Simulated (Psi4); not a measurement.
**CH2F2 (difluoromethane) at 6 levels**

Aim: a comparison of 6 runs (HF/STO-3G, HF/3-21G, HF/def2-SVP, PBE0/def2-SVP, B3LYP/6-31+G*, MP4(SDQ)/6-31+G**) of CH2F2 (difluoromethane). 

Program for the calculation: Psi4 1.11.

2 further runs of the same task are left out: 2 set aside as unsound or not needed.

### Step 1. The system as given

CH2F2 has 5 atoms, charge 0, and is taken as a singlet. As SMILES, `FCF`. The shape is that of a PBE0-D4/def2-TZVP optimisation.

Bond lengths: F1–C2 1.351 Å, C2–F3 1.351 Å, C2–H4 1.093 Å, C2–H5 1.094 Å. Angles: F1–C2–F3 108.6°, F1–C2–H4 108.8°, F1–C2–H5 108.8°, F3–C2–H4 108.8°, F3–C2–H5 108.8°, H4–C2–H5 113.0°.

### Step 2. A single-point energy at HF/STO-3G (run 1)

input.json

```json
{
  "schema_name": "qcschema_input",
  "schema_version": 1,
  "molecule": {
    "schema_name": "qcschema_molecule",
    "schema_version": 2,
    "symbols": ["F", "C", "F", "H", "H"],
    "geometry": [-2.02824305, 0.36131564, 1.31959575, 0.01908623, -0.03193637, -0.15552446, 2.06074634, -0.33863892, 1.34775267, -0.26966392, -1.7629255, -1.24627438, 0.31237173, 1.63310132, -1.34378425],
    "molecular_charge": 0,
    "molecular_multiplicity": 1,
    "fix_symmetry": "c1",
    "fix_com": true,
    "fix_orientation": true
  },
  "driver": "energy",
  "model": {
    "method": "hf",
    "basis": "STO-3G"
  },
  "keywords": {
    "puream": true,
    "e_convergence": 1e-09,
    "d_convergence": 1e-08,
    "scf_type": "pk",
    "scf_properties": ["LOWDIN_CHARGES", "DIPOLE", "MAYER_INDICES"]
  }
}
```

Run with:

```bash
$ psi4 --qcschema input.json -n 1 --memory 1600MB
```

stdout:

```text
[...]
  Running in c1 symmetry.
[...]
  Nuclear repulsion =   77.468210557766199
[...]
  Multiplicity = 1
[...]
  Nalpha       = 13
  Nbeta        = 13
[...]
    Number of basis functions: 17
[...]
   @RHF iter   1:  -234.51079385492721   -1.48022e+00   2.30642e-02 ADIIS/DIIS
[...]
   @RHF iter  10:  -234.62460130621378    2.84217e-14   6.11425e-10 DIIS
[...]
    Orbital Energies [Eh]
    ---------------------
    Doubly Occupied:
       1A    -25.947753     2A    -25.947602     3A    -11.198937
       4A     -1.551014     5A     -1.483436     6A     -0.879578
       7A     -0.683032     8A     -0.637374     9A     -0.595784
      10A     -0.492252    11A     -0.454086    12A     -0.449134
      13A     -0.407800
[...]
  @RHF Final Energy:  -234.62460130621378
   => Energetics <=
    Nuclear Repulsion Energy =             77.4682105577661986
    One-Electron Energy =                -482.7300580097411853
    Two-Electron Energy =                 170.6372461457611962
    Total Energy =                       -234.6246013062137763
[...]
 Multipole Moments:
 ------------------------------------------------------------------------------------
     Multipole            Electronic (a.u.)      Nuclear  (a.u.)        Total (a.u.)
 ------------------------------------------------------------------------------------
 L = 1.  Multiply by 2.5417464519 to convert [e a0] to [Debye]
 Dipole X            :         -0.4488205            0.4497548            0.0009343
 Dipole Y            :          0.1028709           -0.1173519           -0.0144810
 Dipole Z            :        -20.9806878           20.4829304           -0.4977574
 Magnitude           :                                                    0.4979689
[...]
```

The result, in JSON:

```text
{
 "driver": "energy",
 "model": {
  "method": "hf",
  "basis": "STO-3G"
 },
 "success": true,
 "return_result": -234.62460130621378,
 "properties": {
  "calcinfo_nbasis": 17,
  "calcinfo_nmo": 17,
  "calcinfo_nalpha": 13,
  "calcinfo_nbeta": 13,
  "calcinfo_natom": 5,
  "nuclear_repulsion_energy": 77.4682105577662,
  "return_energy": -234.62460130621378,
  "scf_one_electron_energy": -482.7300580097412,
  "scf_two_electron_energy": 170.6372461457612,
  "scf_dipole_moment": [0.0009343194065492, -0.014480991954172406, -0.4977574379862091],
  "scf_total_energy": -234.62460130621378,
  "scf_iterations": 10
 }
}
```

Wall time 2.2 s (1 thread of AMD EPYC 7R43 (Zen 3), shared host); peak memory 0.17 GiB.

### Step 3. Energy and forces at HF/3-21G (run 2)

run.py

```python
import psi4

psi4.set_memory(1600000000)
psi4.set_num_threads(1)
psi4.core.set_output_file('output.dat', False)

m = psi4.geometry("""
0 1
F
C 1 1.351443
F 2 1.351453 1 108.62521
H 2 1.093418 1 108.77661 3 118.2484
H 2 1.093533 4 113.03468 3 120.9194
units angstrom
symmetry c1
""")

options = {'basis': '3-21G', 'reference': 'rhf', 'puream': True, 'e_convergence': 1e-09, 'd_convergence': 1e-08, 'scf_type': 'pk'}
psi4.set_options(options)

e_tot, wfn = psi4.gradient('scf', return_wfn=True)
psi4.oeprop(wfn, 'MAYER_INDICES', 'MULLIKEN_CHARGES', 'QUADRUPOLE', title='SCF')
print('gradient / Eh bohr^-1')
print(e_tot.np.round(6))
print(f'energy = {wfn.energy():.10f} Eh')
```

Run with:

```bash
$ python run.py
```

output.dat:

```text
[...]
  Running in c1 symmetry.
[...]
  Nuclear repulsion =   77.468209563384647
[...]
  Multiplicity = 1
[...]
  Nalpha       = 13
  Nbeta        = 13
[...]
    Number of basis functions: 31
[...]
   @RHF iter   1:  -236.55924005671753   -5.77711e-01   1.05206e-02 DIIS/ADIIS
[...]
   @RHF iter  10:  -236.60767656541938   -8.52651e-14   3.44238e-09 DIIS
[...]
  @RHF Final Energy:  -236.60767656541938
   => Energetics <=
    Nuclear Repulsion Energy =             77.4682095633846473
    One-Electron Energy =                -483.1817982370125151
    Two-Electron Energy =                 169.1059121082085142
    Total Energy =                       -236.6076765654193821
[...]
  -Total Gradient:
     Atom            X                  Y                   Z
    ------   -----------------  -----------------  -----------------
       1       -0.000003686473    -0.001528723879     0.020541522983
       2        0.000073355892    -0.024228617018    -0.017420451693
       3       -0.000005496444     0.018978372053    -0.008004217630
       4        0.013523706372     0.003376691015     0.002430893078
       5       -0.013587879347     0.003402277830     0.002452253261
[...]
 Multipole Moments:
 ------------------------------------------------------------------------------------
     Multipole            Electronic (a.u.)      Nuclear  (a.u.)        Total (a.u.)
 ------------------------------------------------------------------------------------
 L = 1.  Multiply by 2.5417464519 to convert [e a0] to [Debye]
 Dipole X            :          0.0001897           -0.0001513            0.0000384
 Dipole Y            :         -1.3572498            2.1214717            0.7642219
 Dipole Z            :         -0.9749258            1.5237982            0.5488724
 Magnitude           :                                                    0.9409017
 L = 2.  Multiply by 1.3450342976 to convert [e a0^2] to [Debye ang]
 Quadrupole XX       :        -16.9649826            5.9406362          -11.0243464
 Quadrupole XY       :          0.0004600           -0.0004035            0.0000565
[...]
  Mulliken Charges: (a.u.)
   Center  Symbol    Alpha    Beta     Spin     Total
       1     F     4.70440  4.70440  0.00000 -0.40881
       2     C     2.78300  2.78300  0.00000  0.43401
       3     F     4.70441  4.70441  0.00000 -0.40882
       4     H     0.40409  0.40409  0.00000  0.19182
       5     H     0.40410  0.40410  0.00000  0.19179
   Total alpha = 13.00000, Total beta = 13.00000, Total charge = -0.00000
  Mayer Bond Indices:
[...]
```

Standard output:

```text
gradient / Eh bohr^-1
[[-4.0000e-06 -1.5290e-03  2.0542e-02]
 [ 7.3000e-05 -2.4229e-02 -1.7420e-02]
 [-5.0000e-06  1.8978e-02 -8.0040e-03]
 [ 1.3524e-02  3.3770e-03  2.4310e-03]
 [-1.3588e-02  3.4020e-03  2.4520e-03]]
energy = -236.6076765654 Eh
```

Run time: 2.5 s. Hardware: 1 thread of AMD EPYC 7R43 (Zen 3), shared host; peak memory 0.18 GiB.

Runs 3 to 4 aren't shown in full; the table further down has their settings and results.

### Step 4. Energy and forces at B3LYP/6-31+G(d) (spherical functions) (run 5)

ch2f2.dat

```
memory 1600 MB

molecule system {
  F     -2.02824305     0.36131564     1.31959575
  C      0.01908623    -0.03193637    -0.15552446
  F      2.06074634    -0.33863892     1.34775267
  H     -0.26966392    -1.76292550    -1.24627438
  H      0.31237173     1.63310132    -1.34378425
  units bohr
  symmetry c1
  no_reorient
  no_com
}

set {
  basis 6-31+G*
  puream true
  e_convergence 1e-09
  d_convergence 1e-08
  scf_type pk
  dft_radial_points 99
  dft_spherical_points 590
}

energy_value = gradient("b3lyp")
```

Run with:

```bash
$ psi4 ch2f2.dat ch2f2.out -n 1
```

ch2f2.out:

```text
[...]
  Running in c1 symmetry.
[...]
  Nuclear repulsion =   77.468210557766199
[...]
  Multiplicity = 1
[...]
  Nalpha       = 13
  Nbeta        = 13
[...]
    Number of basis functions: 58
[...]
   @RKS iter   1:  -238.93174783740960   -2.93945e-01   7.06835e-03 DIIS/ADIIS
[...]
   @RKS iter  10:  -238.99658153853085   -9.37916e-13   4.07073e-09 DIIS
[...]
    Orbital Energies [Eh]
    ---------------------
    Doubly Occupied:
       1A    -24.724914     2A    -24.724899     3A    -10.354109
       4A     -1.273407     5A     -1.215710     6A     -0.721492
       7A     -0.565133     8A     -0.562149     9A     -0.559710
      10A     -0.439289    11A     -0.429437    12A     -0.418704
      13A     -0.359731
[...]
  @RKS Final Energy:  -238.99658153853085
   => Energetics <=
    Nuclear Repulsion Energy =             77.4682105577661986
    One-Electron Energy =                -484.5277229450410346
    Two-Electron Energy =                 189.9513495430128955
    DFT Exchange-Correlation Energy =     -21.8884186942689105
    Empirical Dispersion Energy =           0.0000000000000000
    VV10 Nonlocal Energy =                  0.0000000000000000
    Total Energy =                       -238.9965815385308474
[...]
 Multipole Moments:
 ------------------------------------------------------------------------------------
     Multipole            Electronic (a.u.)      Nuclear  (a.u.)        Total (a.u.)
 ------------------------------------------------------------------------------------
 L = 1.  Multiply by 2.5417464519 to convert [e a0] to [Debye]
 Dipole X            :         -0.4482388            0.4497548            0.0015160
 Dipole Y            :          0.0938908           -0.1173519           -0.0234611
 Dipole Z            :        -21.2894905           20.4829304           -0.8065601
 Magnitude           :                                                    0.8069027
[...]
  -Total Gradient:
     Atom            X                  Y                   Z
    ------   -----------------  -----------------  -----------------
       1        0.012369233411    -0.002346009543    -0.007998442537
       2       -0.000053387001     0.000394060884     0.015960905381
       3       -0.012335012733     0.001884352965    -0.008172066627
       4        0.000130033001     0.000742713076     0.000098438824
       5       -0.000110850595    -0.000675298468     0.000104354985
[...]
```

Wall time 11 s (1 thread of AMD EPYC 7R43 (Zen 3), shared host); peak memory 0.69 GiB.

### Step 5. The energy at MP4(SDQ)/6-31+G(d,p) (density fitting, Cartesian functions) (run 6)

job.py

```python
import psi4

psi4.set_memory(1600000000)
psi4.set_num_threads(1)
psi4.core.set_output_file('psi4.out', False)

m = psi4.geometry("""
F     -1.073300     0.191200     0.698300
C      0.010100    -0.016900    -0.082300
F      1.090500    -0.179200     0.713200
H     -0.142700    -0.932900    -0.659500
H      0.165300     0.864200    -0.711100
""")

psi4.set_options({
    'basis': '6-31+G**',
    'reference': 'rhf',
    'scf_type': 'disk_df',
    'freeze_core': True,
    'orbital_optimizer_package': 'ooo',
    'r_convergence': 1e-05,
})

e_tot = psi4.energy('mp4(sdq)')
print(f'total energy {e_tot:.8f} hartree = {e_tot * 27.211386:.5f} eV')
```

Run with:

```bash
$ python job.py
```

psi4.out:

```text
[...]
  Running in c1 symmetry.
[...]
  Nuclear repulsion =   77.468210530799951
[...]
  Multiplicity = 1
[...]
  Nalpha       = 13
  Nbeta        = 13
[...]
    Number of basis functions: 67
[...]
   @DF-RHF iter   1:  -237.86349622756100   -2.37863e+02   5.24316e-03 ADIIS+DIIS
[...]
   @DF-RHF iter  11:  -237.91294184358739   -2.44427e-12   5.55567e-09 Converged
[...]
    Orbital Energies [Eh]
    ---------------------
    Doubly Occupied:
       1A    -26.329672     2A    -26.329657     3A    -11.415985
       4A     -1.669909     5A     -1.608327     6A     -0.974620
       7A     -0.782730     8A     -0.775182     9A     -0.760679
      10A     -0.670212    11A     -0.635645    12A     -0.624841
      13A     -0.537861
[...]
  @DF-RHF Final Energy:  -237.91294184358799
   => Energetics <=
    Nuclear Repulsion Energy =             77.4682105307999507
    One-Electron Energy =                -484.5316660055033822
    Two-Electron Energy =                 169.1505136311154729
    Total Energy =                       -237.9129418435879870
[...]
 Multipole Moments:
 ------------------------------------------------------------------------------------
     Multipole            Electronic (a.u.)      Nuclear  (a.u.)        Total (a.u.)
 ------------------------------------------------------------------------------------
 L = 1.  Multiply by 2.5417464519 to convert [e a0] to [Debye]
 Dipole X            :         -0.0033482            0.0050676            0.0017194
 Dipole Y            :          0.0491706           -0.0757344           -0.0265637
 Dipole Z            :          1.6976206           -2.6109082           -0.9132875
 Magnitude           :                                                    0.9136754
[...]
      * MP2 total energy:                   -238.405305057772
[...]
      * MP3 total energy:                   -238.409371737463
[...]
```

Standard output:

```text
total energy -238.42165450 hartree = -6487.78367 eV
```

It took 5.1 s on 1 thread of AMD EPYC 7R43 (Zen 3), shared host; peak memory 0.3 GiB.

### Step 6. All runs side by side

```csv
run,level,task,integration grid,energy (Eh),dipole moment (D),HOMO energy (eV),LUMO energy (eV),wall time
1,HF/STO-3G,energy,–,-234.624601,1.27,-11.10,16.11,2.2 s
2,HF/3-21G,gradient,–,-236.607677,2.39,-14.18,7.39,2.5 s
3,HF/def2-SVP,energy,–,-237.710673,2.27,-14.55,5.15,2.1 s
4,PBE0/def2-SVP,gradient,99 radial × 590 angular,-238.561507,1.86,-9.65,2.31,11 s
5,B3LYP/6-31+G* (spherical functions),gradient,99 radial × 590 angular,-238.996582,2.05,-9.79,0.24,11 s
6,"MP4(SDQ)/6-31+G** (density fitting, Cartesian functions)",energy,–,-238.421654,–,-14.64,2.12,5.1 s
```

### Step 7. Results

| quantity | value |
| --- | --- |
| run 6: total energy | -238.42165 Eh |
| run 6: HOMO energy (Hartree–Fock orbitals) | -14.64 eV |
| run 6: LUMO energy (Hartree–Fock orbitals) | 2.12 eV |
| run 6: HOMO–LUMO gap (Hartree–Fock orbitals) | 16.76 eV |
| run 6: correlation energy (3 core orbitals frozen) | -508.7 mEh |

Over runs 1, 2, 3, 4, 5 the dipole moment (its size) runs from 1.27 D (HF/STO-3G) to 2.39 D (HF/3-21G). Over runs 1, 2, 3, 4, 5 the HOMO–LUMO gap runs from 10.03 eV (B3LYP/6-31+G*) to 27.21 eV (HF/STO-3G). The two ends differ in method and basis. Totals of different functionals can't be ranked against each other. In run 1 the basis is minimal, so the values are rough. All runs together took 34 s, the longest 11 s.
